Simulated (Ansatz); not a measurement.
A made-up structure of SiH$_{3}$S (charge -1), singlet:

```tsv
atom	x (Å)	y (Å)	z (Å)
Si1	-0.0063	0.0012	-0.0008
S2	1.9867	-0.3735	0.2447
H3	-0.9357	-0.6192	1.0217
H4	3.1828	-0.6725	0.8188
H5	-0.4245	1.4565	0.0390
```

It is relaxed with PBE-D4/def2-SVPD and then PBE0-D4/def2-TZVPD (Ansatz 0.2.0). Atoms count as bonded within 1.22 times the sum of their covalent radii (H–H: 0.88 Å). The end point is not checked to be a true minimum.

Question: Does its bonding change? (A judgement: the text doesn't fix the answer.)

Answer: Computed: No: no bond forms or breaks.

Where it ends: The first stage lowers the energy by 1.77 eV in 8 steps. It ends as SiH₃S ([SiH2][SH]), total charge -1:
```
atom    x (Å)    y (Å)    z (Å)
 Si1  -0.1457  -0.0535  -0.2273
  S2   2.0489  -0.6388  -0.1670
  H3  -0.5497  -0.6408   1.1359
  H4   2.4389  -0.2502   1.0621
  H5   0.0105   1.3757   0.3198
```

Labels in which every atom is bracketed show which atoms are joined, not bond orders.

For scale, one of the runs: PBE0-D4/def2-TZVPD relaxation, 116 basis functions, launched by `ansatz run in.yaml --threads 2 --pin off --events-out ev --progress --plain --max-ram 4352MiB`. Hardware: 2 CPU threads of an Arm Neoverse V1, shared host. Wall time about 10 s.
